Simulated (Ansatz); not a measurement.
Program: Ansatz. Geometries: PBE0-D4/def2-TZVP. ΔE: electronic, gas phase. CCSD(T)/CBS adds triple-zeta CCSD(T) − MP2 to the extrapolated MP2 energy (def2 sets, frozen cores). This one scheme is used for every species. DFT in def2-TZVPP. Each species was taken in one conformer, which may not be the lowest.

Reaction (formal exchange of groups at a P–O bond): `[AlH2][O]P` + `N[SiH3]` → `N[SiH2]P` + `[OH][AlH2]`

Is it downhill or uphill in electronic energy at CCSD(T)/CBS, and by how much? (An estimate is asked.)

Ansatz gave: Downhill: ΔE = -31.7 kJ/mol.

What do these levels give: revPBE, MP2/def2-SVP, CCSD/def2-TZVPP, MP2/def2-QZVPP, SCS-MP2/def2-QZVPP, MP2/CBS(def2)? (Best estimate.)

Computed: revPBE -40.8, MP2/def2-SVP -31.2, CCSD/def2-TZVPP -25.8, MP2/def2-QZVPP -32.2, SCS-MP2/def2-QZVPP -22.2, MP2/CBS(def2) -33.9 kJ/mol.

Largest T1 diagnostic among the species: 0.014.

In def2-TZVPP, CCSD(T) changes the Hartree–Fock value by −29.9 kJ/mol (the triples alone add −4.1 kJ/mol) and MP2 by −32.0 kJ/mol. From PBE to PBE0 (25 % exact exchange), in def2-TZVPP and without D4, ΔE moves by +3.6 kJ/mol. Leaving LDA and LC-ωPBE aside and taking each functional with its dispersion term where it has one, the values, not all of them listed here, spread over 26.6 kJ/mol, from PBE-D4 to BHLYP-D4.
